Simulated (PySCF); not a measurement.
Gas-phase reaction: H₃SiCCH + 4 H ⇌ (CH₃)₂SiH₂

Energies from PySCF, thermal terms from the rigid-rotor harmonic-oscillator model, ideal gas at 1 bar. † marks an energy on the PBE0/def2-TZVP geometry and frequencies; other levels use their own. MP2 and CCSD(T) freeze the core. 6-31G* has spherical d functions here. Open shells (unrestricted): H (multiplicity 2); the rest are closed-shell singlets. B3LYP is the form with VWN-RPA correlation. MP2 isn't extrapolated to the basis-set limit; its ΔH°(298 K) is -1106.0 kJ in def2-SVP and -1142.3 kJ in def2-TZVPP. CCSD(T) isn't extrapolated to the basis-set limit; its ΔH°(298 K) is -1147.2 kJ in def2-SVP and -1184.1 kJ in def2-TZVPP. The harmonic model lacks anharmonicity and excited electronic states, which grow with temperature; levels with a mode under 35 cm⁻¹ are left out. Internal rotation in (CH₃)₂SiH₂ is treated as a harmonic vibration of one conformer, which makes the entropy rough.

| level | ΔE electronic, kJ | ΔH°(298 K), kJ | ΔS°(298 K), J/K | ΔG°(800 K), kJ |
|---|---|---|---|---|
| B3LYP/def2-TZVP† | -1288 | -1187 | -430 | -828 |
| BLYP/def2-TZVP† | -1250 | -1149 | -430 | -790 |
| CCSD(T)/def2-SVP† | -1247 | -1147 | -430 | -788 |
| CCSD(T)/def2-TZVPP† | -1284 | -1184 | -430 | -825 |
| HF/6-31G* | -1080 | -973 | -429 | -614 |
| HF/def2-TZVP† | -1067 | -966 | -430 | -607 |
| MP2/def2-SVP† | -1206 | -1106 | -430 | -747 |
| PBE0/def2-QZVP† | -1293 | -1193 | -430 | -834 |
| LDA/def2-TZVP† | -1406 | -1306 | -430 | -946 |
| ωB97M-V/def2-TZVP† | -1299 | -1199 | -430 | -840 |
| ωB97X-V/def2-TZVP† | -1306 | -1206 | -430 | -847 |
ΔH° is lowest at LDA/def2-TZVP† and highest at HF/def2-TZVP†. No reference value is set beside these.
